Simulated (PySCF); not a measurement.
Delta-SCF ions had no search for a lower state. Excitations are Tamm–Dancoff values on a coarser integration grid. The basis has no diffuse functions, so Rydberg states are missing or too high.

Species: C$_{3}$H$_{4}$, SMILES `C=C=C` (charge 0, multiplicity 1).

Task: Give the vertical ionisation energy (Delta-SCF), dipole moment and S1 excitation (TDA) at the level PySCF with PBE-D3(BJ)/def2-TZVP // PBE0-D3(BJ)/def2-TZVP.

Result: 
| Quantity | Result |
|---|---|
| vertical ionisation energy (Delta-SCF) | 10.03 eV |
| dipole moment | 0.000 e·Å |
| S1 excitation (TDA) | 5.86 eV |
